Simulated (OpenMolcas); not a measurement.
**One shape, several levels: SiH (SMILES [SiH])**

We compute a comparison of 6 runs (UHF/cc-pVDZ, UB3LYP/cc-pVDZ, UM06-2X/cc-pVDZ, USVWN5/cc-pVDZ, ROMP2/cc-pVDZ, ROCCSD(T)/cc-pVDZ) of SiH. 

The results are computed with OpenMolcas 26.06.

3 further runs of the same task are left out: 1 that didn't finish, 2 set aside as unsound or not needed.

## (1) The system as given

SiH has 2 atoms, charge 0, and is taken as a doublet. As SMILES, `[SiH]`. The coordinates come from a PBE0-D4/def2-TZVP relaxation.

Bond lengths: Si1–H2 1.532 Å.

## (2) The energy at UHF/cc-pVDZ (run 1)

Contents of struct.xyz:

```xyz
2

Si     0.000000     0.000000    -0.007580
H      0.000000     0.000000     1.524140
```

Contents of test.inp:

```
* HSi Hartree-Fock

&GATEWAY
  BasLib=$CurrDir
  Coord=struct.xyz
  Basis=cc-pVDZ
  Group=NoSym

&SEWARD

&SCF
  UHF
  Spin=2
  Thresholds=1e-10 1e-07 1e-07 1e-05
  PrOrbitals=1 1
```

The basis set cc-pVDZ is read from a file made from the Basis Set Exchange's data (not shown).

Run with:

```
export MOLCAS_MEM=1860
pymolcas test.inp > test.log
```

Standard output:

```text
--- Start Module: gateway ---
[...]
--- Stop Module: gateway /rc=_RC_ALL_IS_WELL_ ---
--- Start Module: seward ---
[...]
      Basis functions           23
--- Stop Module: seward /rc=_RC_ALL_IS_WELL_ ---
--- Start Module: scf ---
[...]
       Convergence after  12 Iterations
[...]
::    Total SCF energy                               -289.4292097511
[...]
      Total spin, S                                     0.5079951060
[...]
      Total electronic charge=   15.000000
      Total            charge=   -0.000000
[...]
      Dipole Moment (debye):
      Origin of the operator (angstrom)=    0.0000    0.0000    0.0457
                   X=  3.6789E-16               Y=  1.9649E-15               Z=  2.4454E-01           Total=  2.4454E-01
      Quadrupole Moment (debye*angstrom):
[...]
--- Stop Module: scf /rc=_RC_ALL_IS_WELL_ ---
[...]
```

Run time: 1.7 s. Hardware: 1 thread of Arm Neoverse V1, shared host; peak memory 0.37 GiB.

## (3) The energy at UB3LYP/cc-pVDZ (run 2)

struct.xyz is that of step 2.

Contents of test.input:

```
&gateway
  baslib=$CurrDir
  coord=struct.xyz
  basis=cc-pVDZ
  group=NoSym

&seward
  gridinput
  Grid=UltraFine
  End of Grid

&scf
  uhf
  spin=2
  ksdft=B3LYP
  thresholds=1e-10 1e-07 1e-07 1e-05
  prorbitals=1 1
```

The basis set cc-pVDZ is read from a file made from the Basis Set Exchange's data (not shown).

Run with:

```
export MOLCAS_MEM=1860
pymolcas test.input > test.log
```

Standard output:

```text
--- Start Module: gateway ---
[...]
--- Stop Module: gateway /rc=_RC_ALL_IS_WELL_ ---
--- Start Module: seward ---
[...]
      Basis functions           23
--- Stop Module: seward /rc=_RC_ALL_IS_WELL_ ---
--- Start Module: scf ---
[...]
       Convergence after  11 Iterations
[...]
::    Total KS-DFT energy                            -290.0059903025
[...]
      Total spin, S                                     0.5019644531
[...]
      Total electronic charge=   15.000000
      Total            charge=   -0.000000
[...]
      Dipole Moment (debye):
      Origin of the operator (angstrom)=    0.0000    0.0000    0.0457
                   X= -4.2114E-16               Y= -6.8016E-17               Z=  1.6700E-01           Total=  1.6700E-01
      Quadrupole Moment (debye*angstrom):
[...]
--- Stop Module: scf /rc=_RC_ALL_IS_WELL_ ---
[...]
```

It took 4.2 s on 1 thread of Arm Neoverse V1, shared host; peak memory 0.37 GiB.

Runs 3 to 5 aren't shown in full; the table further down has their settings and results.

## (4) The energy at ROCCSD(T)/cc-pVDZ (run 6)

struct.xyz is that of step 3.

Contents of test.inp:

```
* HSi CCSD(T)
&GATEWAY
BasLib=$CurrDir
Coord=struct.xyz
Basis=cc-pVDZ
Group=NoSym
&SEWARD
&SCF
UHF
Spin=2
Thresholds=1e-10 1e-07 1e-07 1e-05
PrOrbitals=1 1
&RASSCF
FileOrb=$Project.UnaOrb
Spin=2
Nactel=1 0 0
Inactive=7
Ras2=1
OutOrbitals=Canonical
OrbListing=Nothing
&MOTRA
JobIph
Frozen=5
&CCSDT
CCT
Triples=3
Iterations=80
Accuracy=1e-08
Extrapolation=5 4
```

The basis set cc-pVDZ is read from a file made from the Basis Set Exchange's data (not shown).

Run with:

```
export MOLCAS_MEM=1860
pymolcas test.inp > test.log
```

Standard output:

```text
--- Start Module: gateway ---
[...]
--- Stop Module: gateway /rc=_RC_ALL_IS_WELL_ ---
[...]
      Basis functions           23
[...]
       Convergence after  12 Iterations
[...]
::    Total SCF energy                               -289.4292097511
[...]
      Total spin, S                                     0.5079951060
[...]
      Number of active orbitals                  1
[...]
      Spin quantum number                      0.5
[...]
      Active orbitals                            1
[...]
      Number of CSFs                             1
[...]
      Number of root(s) required                 1
[...]
      Convergence after  7 iterations
[...]
      printout of CI-coefficients larger than  0.05 for root  1
      energy=    -289.425062
      conf/sym  1     Coeff  Weight
             1  u   1.00000 1.00000
      Natural orbitals and occupation numbers for root  1
      sym 1:   1.000000
      ************************************************************************************************************************
      *                                                    Final results                                                     *
[...]
::    RASSCF root number  1 Total energy:   -289.42506221
[...]
      Total electronic charge=   15.000000
      Total            charge=   -0.000000
[...]
      Dipole Moment (debye):
      Origin of the operator (angstrom)=    0.0000    0.0000    0.0457
                   X=  2.7209E-13               Y=  8.5631E-13               Z=  2.5798E-01           Total=  2.5798E-01
      Quadrupole Moment (debye*angstrom):
[...]
--- Start Module: motra ---
[...]
--- Start Module: ccsdt ---
[...]
      Convergence after                    15  Iterations
      Total energy (diff) :    -289.51834418      -0.00000001
[...]
 METHOD                       : CCSD+T(CCSD)+<T3(1)WT1>+<T3(1)UT2> = CCSD(T)
[...]
       CCSD     =      -289.5183441810306
[...]
```

Wall time 2.5 s (1 thread of Arm Neoverse V1, shared host); peak memory 0.37 GiB.

## (5) The series

| run | level | integration grid | frozen core orbitals | energy (Eh) | dipole moment (D) | HOMO energy (eV) | LUMO energy (eV) | wall time |
| --- | --- | --- | --- | --- | --- | --- | --- | --- |
| 1 | UHF/cc-pVDZ | – | – | -289.429210 | 0.24 | -8.02 | 0.11 | 1.7 s |
| 2 | UB3LYP/cc-pVDZ | UltraFine | – | -290.005990 | 0.17 | -5.13 | -3.34 | 4.2 s |
| 3 | UM06-2X/cc-pVDZ | UltraFine | – | -289.956905 | 0.17 | -6.03 | -2.21 | 27 s |
| 4 | USVWN5/cc-pVDZ | UltraFine | – | -288.803876 | 0.26 | -4.34 | -4.34 | 3.6 s |
| 5 | ROMP2/cc-pVDZ | – | 5 | -289.497147 | – | – | – | 2.4 s |
| 6 | ROCCSD(T)/cc-pVDZ | – | 5 | -289.520117 | – | – | – | 2.5 s |

## (6) Results

| quantity | value |
| --- | --- |
| run 6: total energy | -289.52012 Eh |
| run 6: (T) correction | -1.77 mEh |

In words: Over runs 1, 2, 3, 4 the dipole moment (its size) runs from 0.17 D (UM06-2X/cc-pVDZ) to 0.26 D (USVWN5/cc-pVDZ). Totals of different functionals can't be ranked against each other. All runs together took 41 s, the longest 27 s.
